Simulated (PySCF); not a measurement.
H2N, SMILES [NH2], multiplicity 2.

Geometry: B3LYP-D3(BJ)/def2-TZVPD. The isomer is the one that the SMILES or the coordinates give; other isomers of the formula were not compared.

Two levels are set side by side: PBE/def2-TZVPD (PySCF) and M06-2X/def2-TZVPD (PySCF). Same geometry, gas phase. Differences are taken from unrounded values.

```tsv
quantity	PBE
α-spin orbital gap (eV)	7.16
β-spin orbital gap (eV)	2.70
dipole moment (D)	1.71
mean polarisability (bohr³)	12.6
```

### Question
These are the PBE values. What does M06-2X give? (An estimate is asked for; the answer gives what the named calculation found.)

### Answer

```tsv
quantity	M06-2X	PBE minus M06-2X
α-spin orbital gap (eV)	11.38	-4.21
β-spin orbital gap (eV)	8.43	-5.73
dipole moment (D)	1.79	-0.08
mean polarisability (bohr³)	11.9	0.7
```

Loosely held outer electrons make PBE densities more polarisable. Differences between two approximate levels are no errors against the true value.

Rough cost on one machine, each run with all the roots and properties that it gave: M06-2X against PBE about 2 times.
